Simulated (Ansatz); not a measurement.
**Relaxing Li2Rh**

The calculation used DFT PBE, scalar-relativistic, plane waves, PAW in Ansatz. Cutoff 420 eV, Γ-centred k mesh, Gaussian smearing, no spin polarisation in the final step.

The start puts Li2Rh on the sites of a reported TiSi2 cell (Fddd, No. 70), with Rh in place of Ti, Li in place of Si, at a guessed volume.

```yaml
crystal:
  lattice:
    - [0.00000, 3.83609, 3.96977]
    - [2.22312, 0.00000, 3.96977]
    - [2.22312, 3.83609, 0.00000]
  atoms:
    - { symbol: Li, position: [0.08300, 0.41700, 0.08300] }
    - { symbol: Li, position: [0.41700, 0.08300, 0.41700] }
    - { symbol: Li, position: [0.16700, 0.83300, 0.16700] }
    - { symbol: Li, position: [0.83300, 0.16700, 0.83300] }
    - { symbol: Rh, position: [0.75000, 0.75000, 0.75000] }
    - { symbol: Rh, position: [0.50000, 0.50000, 0.50000] }
```

Cell and atoms relax at zero pressure; the relaxation can't lower the symmetry of the start. After a coarse first stage the cell is made exact in the group found at 0.06 Å.

The zero of energy is the elements' standard structures at the same level; no fitted shifts are applied.

(1) Describe the relaxed structure.

(2) What are its volume, energy, density and gap?

Answers

(1) It keeps Fddd (No. 70). Conventional cell: a = 4.722 Å, b = 7.570 Å, c = 8.772 Å. Li is coordinated by 5 Rh at 2.52–2.68 Å, 5 Li at 2.53–2.67 Å and 4 Li at 3.13 Å; around Rh lie 10 Li at 2.52–2.68 Å and 4 Rh at 3.13 Å.

Space group Fddd:1 (No. 70). a = 4.722 Å, b = 7.570 Å, c = 8.772 Å, α = 90.00°, β = 90.00°, γ = 90.00°
| atom | site | symmetry | x | y | z |
| --- | --- | --- | --- | --- | --- |
| Li | 16f | .2. | 0.7500 | 0.5828 | 0.2500 |
| Rh | 8b | 222 | 0.7500 | 0.2500 | 0.2500 |

(2) The volume per atom is 13.06 Å³ and the density is 4.95 g/cm³. The energy over the elements is 0.00 eV/atom and the gap on the 10×10×10 mesh is 0 eV (a metal).

The final run used a 10×10×10 mesh on its 6-atom cell and 0.10 eV smearing. For metals, differences of a few meV/atom aren't resolved. Symmetry constrained the relaxation, so the result can be a saddle point.

Cost: 3 runs of about 0.97 core-minutes in all, on Intel Xeon 6975P-C (Granite Rapids) (shared hosts).